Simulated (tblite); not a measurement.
Compound: C4H3FO.
Atom-mapped SMILES: `[O:1]=[C:2]1[CH2:3][CH:4]=[C:5]1[F:6]` (hydrogens: H7, H8 on C3; H9 on C4)

Computed with GFN2-xTB (tblite), gas phase: L-BFGS steps from a force-field or distance-geometry start until the largest atomic force falls under 0.01 eV/Å.

At the end of the run (lengths in Å): C4–H9 1.073, C3–C4 1.515, C3–H7 1.089, O1=C2 1.191, C2–C3 1.548, C5–F6 1.330, C3–H8 1.089, O1–C2–C5 137.7°, O1–C2–C3 135.1°, C4–C5–F6 132.9°, C2–C5–F6 133.1°, O1–C2–C3–C4 180°, C2–C3–C4–C5 0°, C3–C4–C5–F6 180°.

Question: These geometries were met on the way; a selection of coordinates is given. Order them by energy above the end point, lowest first.
A. C4–H9 1.100, C3–C4 1.506, C3–H7 1.103, O1=C2 1.205, C2–C3 1.535, C5–F6 1.341, C3–H8 1.099, O1–C2–C5 134.2°, O1–C2–C3 137.8°, C4–C5–F6 134.7°, C2–C5–F6 132.5°, O1–C2–C3–C4 -179°, C2–C3–C4–C5 1°, C3–C4–C5–F6 -179°
B. C4–H9 1.072, C3–C4 1.532, C3–H7 1.088, O1=C2 1.194, C2–C3 1.551, C5–F6 1.334, C3–H8 1.090, O1–C2–C5 136.1°, O1–C2–C3 136.1°, C4–C5–F6 133.9°, C2–C5–F6 131.9°, O1–C2–C3–C4 180°, C2–C3–C4–C5 0°, C3–C4–C5–F6 180°
C. C4–H9 1.072, C3–C4 1.516, C3–H7 1.086, O1=C2 1.191, C2–C3 1.547, C5–F6 1.330, C3–H8 1.086, O1–C2–C5 137.7°, O1–C2–C3 135.0°, C4–C5–F6 133.3°, C2–C5–F6 132.6°, O1–C2–C3–C4 180°, C2–C3–C4–C5 0°, C3–C4–C5–F6 180°
D. C4–H9 1.075, C3–C4 1.517, C3–H7 1.091, O1=C2 1.191, C2–C3 1.548, C5–F6 1.327, C3–H8 1.091, O1–C2–C5 136.9°, O1–C2–C3 135.7°, C4–C5–F6 134.1°, C2–C5–F6 131.8°, O1–C2–C3–C4 180°, C2–C3–C4–C5 0°, C3–C4–C5–F6 180°

Answer: C (0.001 eV), D (0.005 eV), B (0.012 eV), A (0.050 eV).

| step | E above end (eV) | rms distance from the end, all atoms (Å) | largest force (eV/Å) | rms shift of all bonds from the end (Å) |
| --- | --- | --- | --- | --- |
| 7 | 0.001 | 0.004 | 0.089 | 0.001 |
| 4 | 0.005 | 0.014 | 0.149 | 0.003 |
| 2 | 0.012 | 0.019 | 0.404 | 0.006 |
| 0 | 0.050 | 0.025 | 1.507 | 0.013 |

Rows stand in the order of the answer.
